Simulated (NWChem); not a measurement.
Species: O cation, quartet

All runs: NWChem. Spin-unrestricted. No stability test was run on the SCF state.

**Question.** What does the run give for PBE/def2-SVP? Quantities: highest occupied level (eV); lowest empty minus highest occupied level, either spin (eV); <S²>.

**Answer.** 
| Property | Value |
|---|---|
| highest occupied level (eV) | -26.53 |
| lowest empty minus highest occupied level, either spin (eV) | 5.79 |
| <S²> | 3.75 |
